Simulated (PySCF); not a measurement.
# Energy of Si (silicon, neutral) between two integer charges

The 3p alpha orbital of [Ne] 3s2 3p2 is emptied in steps (occupation f), with all orbitals relaxed, ending at [Ne] 3s2 3p1. Calculation: PySCF 2.14, in aug-cc-pV(D+d)Z (5s4p3d, 32 functions); no relativity, point nucleus. The exact energy is a straight line in f; departures are measured from the line between the end points of the same method.

```csv
f,UHF (eV),LDA (eV),PBE (eV),PBE0 (eV),r2SCAN (eV),LC-wPBE (eV),BHandHLYP (eV),wB97X (eV),CAM-B3LYP (eV),BLYP (eV)
1,0.000,0.000,0.000,0.000,0.000,0.000,0.000,0.000,0.000,0.000
0.75,0.098,-0.696,-0.680,-0.488,-0.636,-0.018,-0.306,-0.065,-0.264,-0.688
0.5,0.127,-0.936,-0.911,-0.650,-0.841,-0.020,-0.408,-0.083,-0.353,-0.923
0.25,0.092,-0.706,-0.683,-0.485,-0.619,-0.011,-0.306,-0.058,-0.265,-0.693
0,0.000,0.000,0.000,0.000,0.000,0.000,0.000,0.000,0.000,0.000
```

```tsv
method	E(f=0) − E(f=1) (eV)	−ε at f=1 (eV)	−ε at f=0.5 (eV)
UHF	7.649	8.192	7.633
LDA	8.245	4.576	8.217
PBE	8.210	4.613	8.202
PBE0	8.230	5.636	8.237
r2SCAN	8.333	4.932	8.375
LC-wPBE	8.317	8.214	8.334
BHandHLYP	7.999	6.374	7.999
wB97X	8.094	7.738	8.116
CAM-B3LYP	8.128	6.725	8.126
BLYP	7.962	4.330	7.946
```

Orbital energy along the path (eV):

```json
{"f": "1", "UHF": "-8.192", "LDA": "-4.576", "PBE": "-4.613", "PBE0": "-5.636", "r2SCAN": "-4.932", "LC-wPBE": "-8.214", "BHandHLYP": "-6.374", "wB97X": "-7.738", "CAM-B3LYP": "-6.725", "BLYP": "-4.330"}
{"f": "0.75", "UHF": "-7.898", "LDA": "-6.361", "PBE": "-6.380", "PBE0": "-6.927", "r2SCAN": "-6.649", "LC-wPBE": "-8.277", "BHandHLYP": "-7.180", "wB97X": "-7.930", "CAM-B3LYP": "-7.418", "BLYP": "-6.106"}
{"f": "0.5", "UHF": "-7.633", "LDA": "-8.217", "PBE": "-8.202", "PBE0": "-8.237", "r2SCAN": "-8.375", "LC-wPBE": "-8.334", "BHandHLYP": "-7.999", "wB97X": "-8.116", "CAM-B3LYP": "-8.126", "BLYP": "-7.946"}
{"f": "0.25", "UHF": "-7.392", "LDA": "-10.116", "PBE": "-10.040", "PBE0": "-9.540", "r2SCAN": "-10.050", "LC-wPBE": "-8.367", "BHandHLYP": "-8.818", "wB97X": "-8.261", "CAM-B3LYP": "-8.836", "BLYP": "-9.812"}
{"f": "0", "UHF": "-7.171", "LDA": "-12.021", "PBE": "-11.823", "PBE0": "-10.784", "r2SCAN": "-11.527", "LC-wPBE": "-8.341", "BHandHLYP": "-9.627", "wB97X": "-8.408", "CAM-B3LYP": "-9.536", "BLYP": "-11.647"}
```

Reference removal energy between the ground levels: 8.152 eV (measured; NIST Atomic Spectra Database, ionization energies). The calculation has no spin-orbit coupling. UHF lacks correlation.
